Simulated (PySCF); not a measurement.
Gas-phase reaction: 3 (CH3)2SiH2 + 3 vinylsilane → 4 (CH3)3Si + Si2H6

Method: PySCF energies plus ideal-gas RRHO corrections (1 bar). † marks an energy on the PBE0/def2-TZVP geometry and frequencies; other levels use their own. CCSD(T) freezes the core. 6-31G* has spherical d functions here. Open shells (unrestricted): (CH3)3Si (multiplicity 2); the rest are closed-shell singlets. B3LYP is the form with VWN-RPA correlation. (CH3)3Si: computed as isolated molecules; such fragments, hydroxides, amides, oligomers or adducts are transient or little studied in the gas. CCSD(T) isn't extrapolated to the basis-set limit. The harmonic model lacks anharmonicity and excited electronic states, which grow with temperature; levels with a mode under 35 cm⁻¹ are left out. Internal rotation in (CH3)2SiH2, vinylsilane, (CH3)3Si, Si2H6 is treated as a harmonic vibration of one conformer, which makes the entropy rough.

```tsv
level	ΔE electronic, kJ	ΔH°(298 K), kJ	ΔS°(298 K), J/K	ΔG°(1000 K), kJ
B3LYP/6-31G*	106	156	-122	270
B3LYP/def2-TZVP†	130	178	-127	296
CCSD(T)/def2-SVP†	140	188	-127	306
HF/6-31G*	48	98	-130	218
PBE/def2-TZVP†	42	90	-127	208
PBE0/def2-QZVP†	26	74	-127	192
LDA/def2-TZVP†	26	73	-127	191
```
ΔH° is lowest at LDA/def2-TZVP† and highest at CCSD(T)/def2-SVP†. No reference value is set beside these.
